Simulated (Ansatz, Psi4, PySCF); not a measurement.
Species: trimethyl amine, C₃H₉N, net charge 0, singlet state. SMILES: N(C)(C)C
Structure (B3LYP-D3(BJ)/def2-TZVP (Ansatz, a quantum-chemistry and plane-wave program) minimum search):
```xyz
13

N      0.0026     0.0015     0.3690
C      0.0034     1.3852    -0.0654
C      1.1975    -0.6963    -0.0655
C     -1.2022    -0.6896    -0.0484
H     -0.0042     1.4885    -1.1661
H      0.8915     1.8925     0.3148
H     -0.8763     1.8974     0.3273
H      1.2828    -0.7549    -1.1661
H      1.1956    -1.7143     0.3273
H      2.0837    -0.1858     0.3147
H     -1.3035    -0.7477    -1.1477
H     -2.0800    -0.1742     0.3444
H     -1.2003    -1.7076     0.3443
```

Quantity: vertical triplet-singlet gap, E(triplet) - E(singlet), in eV. Terms: 6-311+G** with 5d; valence correlation only; each state is the SCF solution reached for its charge and spin; dispersion terms only where a functional's name holds one; non-relativistic; open shells spin-unrestricted; spin-orbit terms left out; 6-31G* and kin with 6d, 5d where marked. Ab initio and DFT rows: single points at B3LYP-D3(BJ) geometries (Ansatz). Levels can end on unlike triplets.

| level | program | vertical triplet-singlet gap, E(triplet) - E(singlet) (eV) |
|---|---|---|
| HF/6-31G* | Ansatz | 7.44 |
| HF/6-311+G** | Ansatz | 5.00 |
| PBE/6-31G* | Ansatz | 6.48 |
| PBE/6-311+G** | Ansatz | 5.11 |
| B3LYP/STO-3G | Ansatz | 10.73 |
| B3LYP/3-21G | Ansatz | 7.09 |
| B3LYP/6-31G* | Ansatz | 6.82 |
| B3LYP/6-311+G** | Ansatz | 5.32 |
| M06-2X/6-31G* (5d) | PySCF | 7.23 |
| wB97X-D/6-31G* | Psi4 | 7.29 |
| MP2/6-31G* | Ansatz | 7.59 |
| MP2/6-311+G** | Ansatz | 5.81 |
| PBE/def2-TZVPD | Ansatz | 5.08 |
| PBE0/def2-TZVPD | Ansatz | 5.32 |

No value to compare with is used here. The 12 habitual levels span 5.00 (HF/6-311+G**) to 10.73 eV (B3LYP/STO-3G); PBE/def2-TZVPD gives 5.08.

The levels are drawn from those run, B3LYP/6-31G* more often than the rest, none by its result; runs whose electronic state is in doubt are left out.
